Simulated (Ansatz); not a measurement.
# SiPN (singlet): the correlation ladder, cc-pVDZ

The task here is to estimate one member of a computed series from the others.

The runs use Ansatz 0.2.0, Gaussian basis; cc-pVDZ, core rule «outside noble gas», up to 11 orbitals frozen.

Plan: UHF; CCSD(T) on RHF; CCSD(T) on UHF; BCCD(T) on RHF; CISD; CCSDT(Q) on RHF; CCSDT(Q) on UHF.

25 further runs of the same task are left out: 8 for a known fault of the program, 8 that didn't finish, 9 set aside as unsound or not needed.

**The geometry**

The geometry is a PBE0/def2-TZVP stationary point (not a proven minimum).

3 atoms, charge 0, spin multiplicity 1.

Atoms are counted from 1 here; the program's logs count them from 0.

Bond lengths: P1–N2 1.566 Å, N2–Si3 1.632 Å. Angles: P1–N2–Si3 180.0°.

Set-up of the first run:

Contents of in.yaml:

```yaml
crystal:
  periodic: [false, false, false]
  atoms:
    - {symbol: P, position_ang: [0.000000, 0.000000, 1.588200]}
    - {symbol: N, position_ang: [0.000000, 0.000000, 0.021900]}
    - {symbol: Si, position_ang: [0.000000, 0.000000, -1.610100]}
basis:
  gaussian: {orbitals: cc-pVDZ}
magnetization: {spin_polarized: true, initial_magnetization: 0}
hamiltonian: {xc: hf}
output: {orbitals: {seedname: orbitals}}
```

Command:

```
ansatz run in.yaml --threads 1 --pin off --events-out ev --progress --plain --max-ram 2393MiB
```

Steps of the session up to this table: UHF; CCSD(T) on RHF; CCSD(T) on UHF; BCCD(T) on RHF; CISD; CCSDT(Q) on RHF; CCSDT(Q) on UHF.

One of the session's tables, all rows but one given; the rest of the session is left out.

```
   method  from RCCSDT(Q) (meV)
      RHF              +10889.3
      UHF                     ?
     RMP2               +1478.4
     UMP2               +1020.6
     CISD               +2089.8
    RCCSD                +789.1
    UCCSD                +229.6
 RCCSD(T)                +227.5
 UCCSD(T)                -288.9
  BCCD(T)                +227.0
   RCCSDT                +141.1
   UCCSDT                -470.5
RCCSDT(Q)                     0
UCCSDT(Q)                -617.9
```

Estimate the missing values for UHF.

The run gave: from RCCSDT(Q) (meV): +9760.4. In the column «from RCCSDT(Q) (meV)» it lies between CISD (+2089.8) and RHF (+10889.3).

The program flags UCCSD(T), UCCSDT(Q) as in doubt (see the logs), so those rows may rest on another solution; read them beside their warnings.

Limits of these values: The determinant is far from a pure spin state, so its energy mixes those of several spin states (harmless only where they are near-degenerate, as at dissociation). The program flags UCCSD(T), UCCSDT(Q) as in doubt, so those rows may rest on another solution; read them beside their warnings. Warnings: restricted reference is unstable; spin contamination; coupled cluster took another determinant than the lowest; large T1 diagnostic. Restricted and unrestricted rows rest on different reference determinants; where their highest levels disagree by more than a few hundredths of an eV, they describe different states and don't form one ladder.
